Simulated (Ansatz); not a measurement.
**Nudged elastic band run: CH$_{5}$AlO**

Input:

```yaml
crystal:
  periodic: [false, false, false]
  atoms:
    - { symbol: C, position_ang: [-0.483204, 1.145267, -0.4403] }
    - { symbol: O, position_ang: [-0.449669, -0.213867, -0.050012] }
    - { symbol: Al, position_ang: [0.564199, -1.474857, 0.527836] }
    - { symbol: H, position_ang: [-0.846679, 1.221448, -1.47099] }
    - { symbol: H, position_ang: [0.505029, 1.622684, -0.382428] }
    - { symbol: H, position_ang: [-1.174213, 1.697667, 0.205975] }
    - { symbol: H, position_ang: [2.121331, -1.168116, 0.793602] }
    - { symbol: H, position_ang: [-0.144595, -2.887426, 0.760417] }
basis:
  gaussian: { orbitals: "6-31G" }
hamiltonian:
  xc: pbe0
  dispersion: d4
neb:
  order_check: false
  images: 7
  f_tol: 0.03
  max_iterations: 60
  initial_path: idpp
  final_atoms:
    - { symbol: C, position_ang: [-0.46423047, 1.18355061, -0.34393065] }
    - { symbol: O, position_ang: [-0.38652164, -0.06901486, 0.30898528] }
    - { symbol: Al, position_ang: [0.54916621, -1.50282332, 0.45856434] }
    - { symbol: H, position_ang: [0.38143408, 1.355523, -1.02456191] }
    - { symbol: H, position_ang: [-0.47915018, 1.9861456, 0.40160225] }
    - { symbol: H, position_ang: [-1.39300389, 1.2398418, -0.92292446] }
    - { symbol: H, position_ang: [1.89189839, -1.65468063, -0.41535325] }
    - { symbol: H, position_ang: [-0.0073935, -2.5957422, 1.4817184] }
```

Command:

```bash
$ ansatz run input.yaml --threads 1 --pin off --max-ram 2048MiB --backend cpu --events-out ev --progress --plain --runs-dir out
```

Output, in part (warnings, iteration lines, the closing report on the highest movable image, with atoms numbered from 0):

```
NEB end point (image 0): max|allowed force component| = 1.034e-2 eV/Å (the criterion of neb.relax_end_points is 1.000e-2)
NEB end point (image 8): max|allowed force component| = 9.708e-3 eV/Å (the criterion of neb.relax_end_points is 1.000e-2)
NEB iter   1: max|band force component| = 7.032e-1 eV/Å  barrier→ = 0.0501 eV  barrier← = 0.0501 eV  Δτ_max = 0.0488 Å  (198 SCF iters)
NEB iter   2: max|band force component| = 1.405e-1 eV/Å  barrier→ = 0.0205 eV  barrier← = 0.0205 eV  CI = image 4  Δτ_max = 0.0098 Å  (170 SCF iters)
NEB iter   3: max|band force component| = 7.300e-2 eV/Å  barrier→ = 0.0198 eV  barrier← = 0.0198 eV  CI = image 4  Δτ_max = 0.0076 Å  (141 SCF iters)
NEB iter   4: max|band force component| = 3.164e-2 eV/Å  barrier→ = 0.0196 eV  barrier← = 0.0196 eV  CI = image 4  Δτ_max = 0.0104 Å  (137 SCF iters)
NEB iter   5: max|band force component| = 4.039e-2 eV/Å  barrier→ = 0.0194 eV  barrier← = 0.0194 eV  CI = image 4  Δτ_max = 0.0052 Å  (129 SCF iters)
NEB iter   6: max|band force component| = 3.669e-2 eV/Å  barrier→ = 0.0192 eV  barrier← = 0.0192 eV  CI = image 4  Δτ_max = 0.0052 Å  (137 SCF iters)
NEB iter   7: max|band force component| = 2.968e-2 eV/Å  barrier→ = 0.0191 eV  barrier← = 0.0191 eV  CI = image 4  Δτ_max = 0.0000 Å  (303 SCF iters)
Total energy: -9754.24685276 eV, -358.4619601729 hartree
Atom 0 at    -0.461540     1.229685    -0.201134 Å, force    -0.012079     0.016693    -0.000875 eV/Å
Atom 1 at    -0.397460    -0.130428     0.176611 Å, force     0.029661    -0.019800    -0.004678 eV/Å
Atom 2 at     0.541491    -1.563903     0.260942 Å, force    -0.019646     0.016299     0.002383 eV/Å
Atom 3 at    -0.295555     1.353890    -1.279238 Å, force     0.000643    -0.003485     0.003545 eV/Å
Atom 4 at     0.289480     1.828676     0.330353 Å, force    -0.000911    -0.004832    -0.000997 eV/Å
Atom 5 at    -1.452523     1.625152     0.042364 Å, force     0.001412    -0.003319     0.000596 eV/Å
Atom 6 at     2.055565    -1.565234    -0.284776 Å, force     0.000778    -0.000828     0.000018 eV/Å
Atom 7 at    -0.187258    -2.835037     0.898979 Å, force     0.000143    -0.000728     0.000008 eV/Å
Dipole moment:     0.124729     0.196507    -0.102884 e Å
```

It converged. A vibrational analysis at the climbing image gives one clearly imaginary mode, 100i cm⁻¹: a first-order saddle point. Limits of this set-up: no polarisation functions.

Final band (atoms are numbered from 1 in the order of the input):

| image | path coordinate (Å) | energy (eV) | dihedral H5–C1–O2–Al3 (°) |
| --- | --- | --- | --- |
| 0 | 0.00 | 0.000 | 1 |
| 1 | 0.36 | 0.002 | -13 |
| 2 | 0.73 | 0.009 | -28 |
| 3 | 1.09 | 0.016 | -44 |
| 4 | 1.46 | 0.019 | -60 |
| 5 | 1.82 | 0.016 | -76 |
| 6 | 2.18 | 0.010 | -92 |
| 7 | 2.55 | 0.003 | -107 |
| 8 | 2.91 | 0.000 | -121 |

Time of the run: 80 s on 1 thread of Arm Neoverse V1, with other jobs on the host, peak memory 0.1 GiB.
